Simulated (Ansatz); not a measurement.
**C₅H₁₂S: one species, many methods**

The task here is to estimate one member of a computed series from the others.

Program: Ansatz 0.2.0, Gaussian basis. Level of theory: functionals in def2-TZVPP, the program's frozen cores in correlated methods. These are calculated values, not measurements.

Plan: LDA (SPW92), PBE-D4, revPBE-D4, BLYP-D4, r2SCAN-D4, B97M-V, PBE0-D4, B3LYP-D4, r2SCANh-D4, r2SCAN0-D4, HSE06-D4, BHLYP-D4, CAM-B3LYP-D4, LC-ωPBE, ωB97X-V, ωB97M-V, B2PLYP, PBE-QIDH; CCSD(T)/def2-SVP; CCSD(T)/def2-TZVPP; MP2/def2-QZVPP; extrapolation to the limit; RPA on PBE.

## The relaxed structure

The geometry comes from an earlier relaxation with PBE0-D4 in a triple-zeta def2 set; it is a stationary point, not always the lowest conformer.

SMILES `CC(C)CCS`, 18 atoms, charge 0, spin multiplicity 1.

Atoms are counted from 1 here; the program's logs count them from 0.

Bond lengths: C1–C2 1.521 Å, C1–H7 1.093 Å, C1–H8 1.095 Å, C1–H9 1.093 Å, C2–C3 1.521 Å, C2–C4 1.525 Å, C2–H10 1.096 Å, C3–H11 1.093 Å, C3–H12 1.092 Å, C3–H13 1.095 Å, C4–C5 1.519 Å, C4–H14 1.099 Å, C4–H15 1.096 Å, C5–S6 1.814 Å, C5–H16 1.091 Å, C5–H17 1.092 Å, S6–H18 1.343 Å. Angles: C2–C1–H7 111.2°, C2–C1–H8 110.9°, C2–C1–H9 111.4°, H7–C1–H8 107.6°, H7–C1–H9 107.9°, H8–C1–H9 107.7°, C1–C2–C3 110.8°, C1–C2–C4 109.9°, C1–C2–H10 108.3°, C3–C2–C4 112.1°, C3–C2–H10 108.0°, C4–C2–H10 107.5°, C2–C3–H11 110.8°, C2–C3–H12 112.1°, C2–C3–H13 110.9°, H11–C3–H12 107.2°, H11–C3–H13 107.6°, H12–C3–H13 108.0° and more.

Set-up of the first run:

File in.yaml:

```yaml
crystal:
  periodic: [false, false, false]
  atoms:
    - {symbol: C, position_ang: [0.563047, -0.683826, 1.839382]}
    - {symbol: C, position_ang: [-0.176745, -0.099075, 0.645465]}
    - {symbol: C, position_ang: [-1.360623, -0.974243, 0.261714]}
    - {symbol: C, position_ang: [0.789796, 0.102302, -0.517100]}
    - {symbol: C, position_ang: [0.209877, 0.741001, -1.767310]}
    - {symbol: S, position_ang: [-0.523276, 2.382835, -1.526715]}
    - {symbol: H, position_ang: [-0.099934, -0.790020, 2.701548]}
    - {symbol: H, position_ang: [0.962493, -1.676011, 1.604600]}
    - {symbol: H, position_ang: [1.402454, -0.050201, 2.138120]}
    - {symbol: H, position_ang: [-0.563012, 0.886833, 0.928218]}
    - {symbol: H, position_ang: [-2.011119, -1.145326, 1.122851]}
    - {symbol: H, position_ang: [-1.972382, -0.518982, -0.520201]}
    - {symbol: H, position_ang: [-1.023424, -1.952270, -0.098379]}
    - {symbol: H, position_ang: [1.207294, -0.872804, -0.804000]}
    - {symbol: H, position_ang: [1.637959, 0.706202, -0.174007]}
    - {symbol: H, position_ang: [0.967980, 0.806871, -2.549456]}
    - {symbol: H, position_ang: [-0.607600, 0.140861, -2.173442]}
    - {symbol: H, position_ang: [0.597223, 2.995854, -1.111278]}
basis:
  gaussian: {orbitals: def2-TZVPP}
hamiltonian: {xc: lda}
output: {orbitals: {seedname: orbitals}}
```

On the command line:

```sh
ansatz run in.yaml --threads 2 --pin off --events-out ev --progress --plain --max-ram 32768MiB --backend cuda --devices 0, --max-vram 18GiB
```

Steps of the session up to this table: LDA; PBE-D4 (GGA); revPBE-D4 (GGA); BLYP-D4 (GGA); r2SCAN-D4 (meta-GGA); B97M-V (meta-GGA); PBE0-D4 (hybrid); B3LYP-D4 (hybrid); r2SCANh-D4 (hybrid); r2SCAN0-D4 (hybrid); HSE06-D4 (hybrid); BHLYP-D4 (hybrid); CAM-B3LYP-D4 (range-separated); LC-ωPBE (range-separated); ωB97X-V (range-separated); ωB97M-V (range-separated); B2PLYP (double hybrid); PBE-QIDH (double hybrid).

One of the session's tables, all rows but one given; the rest of the session is left out.

It belongs to the step «Orbital energies across the functionals». 

```
  functional  HOMO (eV)  LUMO (eV)  gap (eV)
 LDA (SPW92)          ?          ?         ?
      PBE-D4      -5.48      -0.38      5.11
   revPBE-D4      -5.43      -0.28      5.15
     BLYP-D4      -5.33      -0.32      5.02
   r2SCAN-D4      -5.73       0.02      5.75
      B97M-V      -5.85      -0.20      5.65
     PBE0-D4      -6.72       0.54      7.26
    B3LYP-D4      -6.49       0.25      6.73
  r2SCANh-D4      -6.19       0.35      6.54
  r2SCAN0-D4      -6.88       0.82      7.70
    HSE06-D4      -6.32       0.16      6.48
    BHLYP-D4      -7.84       1.33      9.16
CAM-B3LYP-D4      -8.08       1.46      9.54
     LC-ωPBE      -9.49       2.74     12.24
     ωB97X-V      -9.13       2.53     11.66
     ωB97M-V      -8.97       2.20     11.17
```

**Question.** Estimate the row for LDA (SPW92).

The run gave: HOMO (eV): -5.60; LUMO (eV): -0.57; gap (eV): 5.04. In the column «HOMO (eV)» it lies between r2SCAN-D4 (-5.73) and PBE-D4 (-5.48).
